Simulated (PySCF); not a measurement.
Electric properties by functional and basis

Species: CuCl (singlet state).
SMILES: `[Cl][Cu]`

PySCF, dipoles from the SCF density, polarisabilities from static response with core orbitals frozen. Isolated species at its PBE0-D3(BJ)/def2-SVP geometry, gas phase.

The anisotropy is √(½[(α1 − α2)² + (α2 − α3)² + (α3 − α1)²]).

| level | μ (D) | α (Å³) | anisotropy (Å³) |
| --- | --- | --- | --- |
| LDA/def2-SVPD | 4.947 | 5.94 | 2.55 |
| PBE/def2-SVPD | 5.057 | 6.03 | 2.49 |
| B3LYP/def2-SVPD | 5.444 | 5.54 | 2.25 |
| PBE0/def2-SVPD | 5.691 | 5.29 | 1.92 |
| BHandHLYP/def2-SVPD | 6.053 | 4.85 | 1.63 |
| CAM-B3LYP/def2-SVPD | 5.744 | 5.23 | 1.80 |
| wB97X-D/def2-SVPD | 5.835 | 5.16 | 1.69 |
| LC-wPBE/def2-SVPD | 6.098 | 4.93 | 1.22 |
| HF/def2-SVPD | 6.784 | 4.18 | 0.90 |
| PBE0/def2-SVP | 5.329 | 3.64 | 2.72 |
| PBE0/def2-TZVP | 5.248 | 4.37 | 2.68 |
| PBE0/aug-cc-pVDZ | 5.191 | 5.47 | 2.14 |
| PBE0/def2-TZVPD | 5.257 | 5.52 | 2.17 |
| PBE0/aug-cc-pVTZ | 5.210 | 5.59 | 2.13 |

The dipole runs from 4.95 D (LDA/def2-SVPD) to 6.78 D (HF/def2-SVPD). No reference polarisability is at hand; against PBE0 in the largest diffuse basis at hand (aug-cc-pVTZ) the other PBE0 rows deviate by def2-SVP -35%, def2-SVPD -5%, def2-TZVP -22%, aug-cc-pVDZ -2%, def2-TZVPD -1%. In one basis (def2-SVPD) the functionals order the polarisability from HF (lowest) to PBE (highest), a spread of 44%. With PBE0 the polarisability is 4.01 Å³ without diffuse functions (mean of def2-SVP and def2-TZVP) and 5.47 Å³ with them (mean of def2-SVPD, aug-cc-pVDZ, def2-TZVPD and aug-cc-pVTZ).
